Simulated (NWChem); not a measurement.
System: allene (C₃H₄); SMILES C=C=C

The following NWChem deck was run.

```
start job
memory heap 200 mb stack 900 mb global 1100 mb
geometry units angstroms noautosym nocenter noautoz
  C      0.000000     0.000000     1.316492
  C      0.000000     0.000000     0.000000
  C      0.000000     0.000000    -1.316492
  H     -0.666259     0.666259     1.890869
  H      0.666259    -0.666259     1.890869
  H     -0.666259    -0.666259    -1.890869
  H      0.666259     0.666259    -1.890869
end
basis spherical
  * library def2-svp
end
dft
  xc m06-2x
  iterations 150
end
cosmo
  dielec 46.7
end
task dft energy
```

NWChem printed, in part:

```
             Northwest Computational Chemistry Package (NWChem) 7.3.0
             --------------------------------------------------------

                             Geometry "geometry" -> ""
                             -------------------------

 Output coordinates in angstroms (scale by  1.889725989 to convert to a.u.)

  No.       Tag          Charge          X              Y              Z
 ---- ---------------- ---------- -------------- -------------- --------------
    1 C                    6.0000     0.00000000     0.00000000     1.31649200
    2 C                    6.0000     0.00000000     0.00000000     0.00000000
    3 C                    6.0000     0.00000000     0.00000000    -1.31649200
    4 H                    1.0000    -0.66625900     0.66625900     1.89086900
    5 H                    1.0000     0.66625900    -0.66625900     1.89086900
    6 H                    1.0000    -0.66625900    -0.66625900    -1.89086900
    7 H                    1.0000     0.66625900     0.66625900    -1.89086900

 Effective nuclear repulsion energy (a.u.)      58.5857781409

                                 NWChem DFT Module
                                 -----------------

 Summary of "ao basis" -> "ao basis" (spherical)
 ------------------------------------------------------------------------------
       Tag                 Description            Shells   Functions and Types
 ---------------- ------------------------------  ------  ---------------------
 C                          def2-svp                 6       14   3s2p1d
 H                          def2-svp                 3        5   2s1p

 in cosmo_initialize ...

 solvent parameters
 solvname_short: unkn
 solvname_long:  unknown
 dielec:       46.7000

          ---------------
          -cosmo- solvent
          ---------------
 Cosmo: York-Karplus, doi: 10.1021/jp992097l
 dielectric constant -eps-     =  46.70
 screen = (eps-1)/(eps    )    =   0.97859
 surface charge correction     = lagrangian

   van der Waals surface
 --------------------------

 ---------- ATOMIC COORDINATES (A.U.) ------------ VDWR(ANG.) --
     1    0.00000000    0.00000000    2.48780915     2.000
     2    0.00000000    0.00000000    0.00000000     2.000
     3    0.00000000    0.00000000   -2.48780915     2.000
     4   -1.25904695    1.25904695    3.57322429     1.300
     5    1.25904695   -1.25904695    3.57322429     1.300
     6   -1.25904695   -1.25904695   -3.57322429     1.300
     7    1.25904695    1.25904695   -3.57322429     1.300
 number of segments per atom =         32
 number of   points per atom =         32
 atom (   nspa,  nppa )
 ----------------------
    1 (     22,     0 )       0
    2 (     16,     0 )       0
    3 (     22,     0 )       0
    4 (     16,     0 )       0
    5 (     16,     0 )       0
    6 (     16,     0 )       0
    7 (     16,     0 )       0
 number of -cosmo- surface points =      124
 molecular surface =     94.754 angstrom**2
 molecular volume  =     73.229 angstrom**3
 G(cav/disp)       =      1.334 kcal/mol
 -lineq- algorithm             =   0
 -bem- low  level              =   2
 -bem- from -octahedral-
 gaussian surface charge width =   4.50000
 degree of switching           =   1.00000
 switching function tolerance  =   0.00010
 atomic radii =
 --------------
    1  6.000  2.000
    2  6.000  2.000
    3  6.000  2.000
    4  1.000  1.300
    5  1.000  1.300
    6  1.000  1.300
    7  1.000  1.300
 ...... end of -cosmo- initialization ......

            General Information
            -------------------
          SCF calculation type: DFT
          Wavefunction type:  closed shell.
          No. of atoms     :     7
          No. of electrons :    22
           Alpha electrons :    11
            Beta electrons :    11
          Charge           :     0
          Spin multiplicity:     1
          Use of symmetry is: off; symmetry adaption is: off
          Maximum number of iterations: 150
          AO basis - number of functions:    62
                     number of shells:    30
          Convergence on energy requested:  1.00D-06
          Convergence on density requested:  1.00D-05
          Convergence on gradient requested:  5.00D-04

              XC Information
              --------------
                       M06-2X Method XC Functional
                     Hartree-Fock (Exact) Exchange  0.540
                        M06-2X Exchange Functional  1.000
                      M06-2X Correlation Potential  1.000

[...]

                                   COSMO solvation results
                                   -----------------------

                 gas phase energy =      -116.505800463147
                 sol phase energy =      -116.508907452435
 (electrostatic) solvation energy =         0.003106989288 (    1.95 kcal/mol)

                       DFT Final Molecular Orbital Analysis
                       ------------------------------------

 Vector    9  Occ=2.000000D+00  E=-5.077404D-01
              MO Center=  3.1D-09, -2.6D-09,  1.3D+00, r^2= 1.6D+00
   Bfn.  Coefficient  Atom+Function         Bfn.  Coefficient  Atom+Function
  ----- ------------  ---------------      ----- ------------  ---------------
     5     -0.303460  1 C  py                 4      0.294216  1 C  px
    43     -0.284213  4 H  s                 48      0.284213  5 H  s
    19     -0.148674  2 C  py                18      0.127486  2 C  px
     8     -0.106301  1 C  py                 7      0.102943  1 C  px
    44     -0.091363  4 H  s                 49      0.091363  5 H  s

 Vector   10  Occ=2.000000D+00  E=-3.285476D-01
              MO Center= -8.9D-10,  8.8D-10, -4.7D-01, r^2= 2.1D+00
   Bfn.  Coefficient  Atom+Function         Bfn.  Coefficient  Atom+Function
  ----- ------------  ---------------      ----- ------------  ---------------
    32      0.297678  3 C  px                33     -0.296320  3 C  py
    19     -0.257267  2 C  py                18      0.253599  2 C  px
    35      0.210523  3 C  px                36     -0.209588  3 C  py
    22     -0.174680  2 C  py                21      0.172189  2 C  px
    43      0.151477  4 H  s                 48     -0.151477  5 H  s

 Vector   11  Occ=2.000000D+00  E=-3.285476D-01
              MO Center=  3.4D-11,  1.0D-11,  4.7D-01, r^2= 2.1D+00
   Bfn.  Coefficient  Atom+Function         Bfn.  Coefficient  Atom+Function
  ----- ------------  ---------------      ----- ------------  ---------------
     4      0.296320  1 C  px                 5      0.297678  1 C  py
    18      0.257267  2 C  px                19      0.253599  2 C  py
     7      0.209588  1 C  px                 8      0.210523  1 C  py
    21      0.174680  2 C  px                22      0.172189  2 C  py
    53      0.151477  6 H  s                 58     -0.151477  7 H  s

 Vector   12  Occ=0.000000D+00  E= 4.658998D-02
              MO Center= -2.2D-09, -2.2D-09,  2.6D-01, r^2= 3.1D+00
   Bfn.  Coefficient  Atom+Function         Bfn.  Coefficient  Atom+Function
  ----- ------------  ---------------      ----- ------------  ---------------
     7      0.441591  1 C  px                 8      0.435936  1 C  py
    22     -0.423991  2 C  py                54     -0.420603  6 H  s
    59      0.420603  7 H  s                 21     -0.405438  2 C  px
    19     -0.314008  2 C  py                18     -0.300267  2 C  px
     4      0.264461  1 C  px                 5      0.262716  1 C  py

 Vector   13  Occ=0.000000D+00  E= 4.658998D-02
              MO Center=  1.0D-09, -1.1D-09, -2.6D-01, r^2= 3.1D+00
   Bfn.  Coefficient  Atom+Function         Bfn.  Coefficient  Atom+Function
  ----- ------------  ---------------      ----- ------------  ---------------
    36      0.441591  3 C  py                35     -0.435936  3 C  px
    21      0.423991  2 C  px                44      0.420603  4 H  s
    49     -0.420603  5 H  s                 22     -0.405438  2 C  py
    18      0.314008  2 C  px                19     -0.300267  2 C  py
    33      0.264461  3 C  py                32     -0.262716  3 C  px

 Vector   14  Occ=0.000000D+00  E= 1.307809D-01
              MO Center= -1.5D-08, -1.8D-08,  3.3D-07, r^2= 7.8D+00
   Bfn.  Coefficient  Atom+Function         Bfn.  Coefficient  Atom+Function
  ----- ------------  ---------------      ----- ------------  ---------------
     3      1.652860  1 C  s                 31      1.652860  3 C  s
    44     -1.027946  4 H  s                 49     -1.027946  5 H  s
    54     -1.027946  6 H  s                 59     -1.027946  7 H  s
    17     -0.766400  2 C  s                  9      0.293130  1 C  pz
    37     -0.293130  3 C  pz                 2      0.252918  1 C  s

     Multipole analysis of the density
     ---------------------------------

     L   x y z        total         alpha         beta         nuclear
     -   - - -        -----         -----         ----         -------
     0   0 0 0     -0.000000    -11.000000    -11.000000     22.000000

     1   1 0 0      0.000000      0.000000      0.000000      0.000000
     1   0 1 0     -0.000000     -0.000000     -0.000000      0.000000
     1   0 0 1     -0.000000     -0.000000     -0.000000      0.000000

     2   2 0 0    -14.302110    -10.321453    -10.321453      6.340797
     2   1 1 0      0.000000      0.000000      0.000000      0.000000
     2   1 0 1     -0.000000     -0.000000     -0.000000      0.000000
     2   0 2 0    -14.302110    -10.321453    -10.321453      6.340797
     2   0 1 1     -0.000000     -0.000000     -0.000000      0.000000
     2   0 0 2    -10.854821    -68.098440    -68.098440    125.342059
```

Level: M06-2X/def2-SVP, COSMO on the gas-phase geometry. Coordinates come from a PBE-D3(BJ)/def2-SVP optimisation. COSMO prints the solvation energy as gas minus solution, so a positive value is a stabilisation.
